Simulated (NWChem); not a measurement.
## Correlation energy of Na$_{2}$

```
Na
Na 1 3.1094
```
Charge 0, spin multiplicity 1.

Program: NWChem. All single points use one geometry, from PBE/def2-SVP, a minimum by its harmonic frequencies.

Basis set: 3-21G. Each correlation energy counts from its own Hartree-Fock reference.

The correlated methods keep 2 core orbitals frozen. The structure started from a generated list of species. Coupled-cluster values serve here as a point of comparison, not as the truth.

```tsv
method	correlation energy (mHa)
MP2	…
SCS-MP2	…
CCSD	-25.4
CCSD+T(CCSD)	-25.5
CCSD(T)	-25.5
CR-CCSD[T]	-25.5
CR-CCSD(T)	-25.5
CCSDT	-25.5
```

Some entries are withheld; supply them.


- MP2, correlation energy (mHa): -16.4
- SCS-MP2, correlation energy (mHa): -18.9
